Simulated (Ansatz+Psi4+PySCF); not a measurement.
A calculation with Psi4 1.11.

```
molecule {
0 1
O 0.119260 0.000000 0.000000
H -0.495520 0.786880 0.000000
H -0.477050 -0.763240 0.000000
}

set basis cc-pVTZ
set reference rhf
set scf_type pk
energy('scf')
```

The input is written out from the run's settings.

Output:

```yaml
Converged: yes
Total_energy: -76.05372 hartree
Spin_squared_of_the_determinant: 0.000
Occupied_orbitals_by_symmetry_in_an_Abelian_subgroup_alpha;_beta: 4 Ap 1 App; 4 Ap 1 App
```
